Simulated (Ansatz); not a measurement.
Species: H2O, net charge 1, doublet state. SMILES of the parent species: O
Coordinates optimised at B3LYP-D3(BJ)/def2-TZVP (Ansatz, a quantum-chemistry and plane-wave program):
```
O
H 1 1.0078
H 1 1.0078 2 110.00
```
Charge +1, spin multiplicity 2.

Q: Give the harmonic wavenumbers at B3LYP-D3(BJ)/def2-TZVP (Ansatz, finite differences of forces, unscaled).

A: 1428, 3314, 3360 cm⁻¹. Zero-point energy 11.6 kcal/mol.

Q: From these and the geometry, give the ideal-gas thermochemistry at 298.15 K and 1 atm (rigid rotor, harmonic oscillator).

A: Point group C2v, rotational symmetry number 2. Rotational constants 844.7, 367.8, 256.2 GHz. S(trans) 34.61, S(rot) 10.70, S(vib) 0.02, S(elec, spin only) 1.38, S 46.7 cal/(mol K). H(298) - H(0) 2.37 kcal/mol; G - E(el) 0.0 kcal/mol.
